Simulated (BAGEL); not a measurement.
# HF/3-21G (density fitting with qzvpp-jkfit) run of SiH4O (silanol)

What is the vertical singlet–triplet gap of SiH4O (silanol) at HF/3-21G (density fitting with qzvpp-jkfit)? 

Program for the calculation: BAGEL 1.2.2.

4 further runs of the same task are left out: 4 that didn't finish. Runs told in other sessions of the task aren't counted.

### Step 1. Starting point

The species is SiH4O (6 atoms), meant as a singlet with charge 0. As SMILES, `O[SiH3]`. The shape is that of a PBE0-D4/def2-TZVP optimisation.

Bond lengths: O1–Si2 1.648 Å, O1–H3 0.957 Å, Si2–H4 1.489 Å, Si2–H5 1.481 Å, Si2–H6 1.489 Å. Angles: O1–Si2–H4 111.7°, O1–Si2–H5 105.9°, O1–Si2–H6 111.7°, Si2–O1–H3 117.9°, H4–Si2–H5 109.9°, H4–Si2–H6 107.9°, H5–Si2–H6 109.9°.

### Step 2. A single-point energy at HF/3-21G (density fitting with qzvpp-jkfit)

Contents of job.json:

```json
{ "bagel": [

{
  "title": "molecule",
  "basis": "3-21g",
  "df_basis": "qzvpp-jkfit",
  "angstrom": true,
  "geometry": [
    { "atom": "O", "xyz": [    0.636700,   -1.030300,    0.419000 ] },
    { "atom": "Si", "xyz": [   -0.035700,    0.346500,   -0.187000 ] },
    { "atom": "H", "xyz": [    0.069100,   -1.629200,    0.904700 ] },
    { "atom": "H", "xyz": [   -1.128300,    0.045700,   -1.152800 ] },
    { "atom": "H", "xyz": [    1.060500,    1.064900,   -0.875600 ] },
    { "atom": "H", "xyz": [   -0.602300,    1.202400,    0.891700 ] }
  ]
},
{ "title": "hf" },
{ "title": "print", "file": "orbitals.molden", "orbitals": true }

]}
```

Started as:

```console
$ BAGEL_NUM_THREADS=1 BAGEL job.json > job.out
```

Standard output:

```text
* using 1 threads per process

  ===============================================================
  ===============================================================

  *** Geometry ***

  { "atom" : "O", "xyz" : [      1.203189,     -1.946985,      0.791795 ] },
  { "atom" : "Si", "xyz" : [     -0.067463,      0.654790,     -0.353379 ] },
  { "atom" : "H", "xyz" : [      0.130580,     -3.078742,      1.709635 ] },
  { "atom" : "H", "xyz" : [     -2.132178,      0.086360,     -2.178476 ] },
  { "atom" : "H", "xyz" : [      2.004055,      2.012369,     -1.654644 ] },
  { "atom" : "H", "xyz" : [     -1.138182,      2.272207,      1.685069 ] },

  Number of auxiliary basis functions:      277

  Since a DF basis is specified, we compute 2- and 3-index integrals:
    o Being stored without compression. Storage requirement is 0.002 GB

  Number of basis functions:       30
  Number of electrons      :       26

    * METHOD: MOLECULE                             0.05

  *** RHF ***

  === Nuclear Repulsion ===
    64.7548917775

      * DIIS with orbital gradients will be used.

  === RHF iteration (3-21g) ===
      0       -364.08224481          0.03738271           0.00
      1       -364.14819020          0.02214322           0.00
      2       -364.17771333          0.00166790           0.00
      3       -364.17805709          0.00018177           0.00
      4       -364.17806382          0.00004524           0.00
      5       -364.17806422          0.00000834           0.00
      6       -364.17806423          0.00000153           0.00
      7       -364.17806423          0.00000051           0.00
      8       -364.17806423          0.00000022           0.00
      9       -364.17806423          0.00000005           0.00
     10       -364.17806423          0.00000001           0.00
    * SCF iteration converged.

    * Permanent dipole moment:
           (    0.679503,     0.083155,    -0.222561) a.u.

    * METHOD: HF                                   0.09

    * METHOD: PRINT                                0.00

  ===============================================================
```

Run time: 0.26 s. Hardware: 1 thread of Arm Neoverse V1, shared host.

### Step 3. The triplet at the same level

Contents of input.json:

```json
{ "bagel": [

{
  "title": "molecule",
  "basis": "3-21g",
  "df_basis": "qzvpp-jkfit",
  "angstrom": "true",
  "geometry": [
    { "atom": "O", "xyz": [       0.636700,      -1.030300,       0.419000 ] },
    { "atom": "Si", "xyz": [      -0.035700,       0.346500,      -0.187000 ] },
    { "atom": "H", "xyz": [       0.069100,      -1.629200,       0.904700 ] },
    { "atom": "H", "xyz": [      -1.128300,       0.045700,      -1.152800 ] },
    { "atom": "H", "xyz": [       1.060500,       1.064900,      -0.875600 ] },
    { "atom": "H", "xyz": [      -0.602300,       1.202400,       0.891700 ] }
  ]
},

{ "title": "uhf", "nopen": 2 },

{ "title": "print", "file": "orbitals.molden", "orbitals": "true" }

]}
```

Started as:

```console
$ BAGEL_NUM_THREADS=1 BAGEL input.json > input.out
```

Standard output:

```text
* using 1 threads per process

  ===============================================================
  ===============================================================

  *** Geometry ***

  { "atom" : "O", "xyz" : [      1.203189,     -1.946985,      0.791795 ] },
  { "atom" : "Si", "xyz" : [     -0.067463,      0.654790,     -0.353379 ] },
  { "atom" : "H", "xyz" : [      0.130580,     -3.078742,      1.709635 ] },
  { "atom" : "H", "xyz" : [     -2.132178,      0.086360,     -2.178476 ] },
  { "atom" : "H", "xyz" : [      2.004055,      2.012369,     -1.654644 ] },
  { "atom" : "H", "xyz" : [     -1.138182,      2.272207,      1.685069 ] },

  Number of auxiliary basis functions:      277

  Since a DF basis is specified, we compute 2- and 3-index integrals:
    o Being stored without compression. Storage requirement is 0.002 GB

  Number of basis functions:       30
  Number of electrons      :       26

    * METHOD: MOLECULE                             0.05

  *** Open-shell HF ***

  === Nuclear Repulsion ===
    64.7548917775

      * DIIS with orbital gradients will be used.

  === UHF iteration (3-21g) ===
      0       -363.70047886          0.07797988           0.01
      1       -363.75471161          0.07806758           0.01
      2       -363.80175874          0.06444200           0.01
      3       -363.88450571          0.00807538           0.01
      4       -363.89523819          0.00797808           0.01
      5       -363.91725296          0.00609583           0.01
      6       -363.91972712          0.00186334           0.01
      7       -363.92151672          0.00202861           0.01
      8       -363.92160204          0.00183305           0.01
      9       -363.92194658          0.00021461           0.01
     10       -363.92195951          0.00003641           0.01
     11       -363.92196105          0.00001431           0.01
     12       -363.92196144          0.00000522           0.01
     13       -363.92196150          0.00000247           0.01
     14       -363.92196152          0.00000147           0.01
     15       -363.92196152          0.00000071           0.01
     16       -363.92196152          0.00000036           0.01
     17       -363.92196152          0.00000019           0.01
     18       -363.92196152          0.00000009           0.01
     19       -363.92196152          0.00000004           0.01
     20       -363.92196152          0.00000002           0.01
     21       -363.92196152          0.00000001           0.01
    * SCF iteration converged.

    * S^2 (UHF) is 2.0066

    * Permanent dipole moment:
           (   -0.102119,     0.680625,    -0.359084) a.u.

    * METHOD: UHF                                  0.22

    * METHOD: PRINT                                0.00

  ===============================================================
```

Run time: 0.4 s. Hardware: 1 thread of Arm Neoverse V1, shared host.

### Step 4. What came out

Level: HF/3-21G (density fitting with qzvpp-jkfit).

| quantity | value |
| --- | --- |
| singlet: total energy | -364.17806 Eh |
| singlet: dipole moment | 1.83 D |
| singlet: HOMO energy | -12.11 eV |
| singlet: LUMO energy | 4.28 eV |
| singlet: HOMO–LUMO gap | 16.40 eV |
| triplet: total energy | -363.92196 Eh |
| triplet: dipole moment | 1.97 D |
| triplet: ⟨S²⟩ | 2.007 |
| vertical energy of the triplet above the singlet | 6.969 eV |

What this shows: At this shape the triplet lies 6.97 eV (161 kcal/mol) above the singlet.
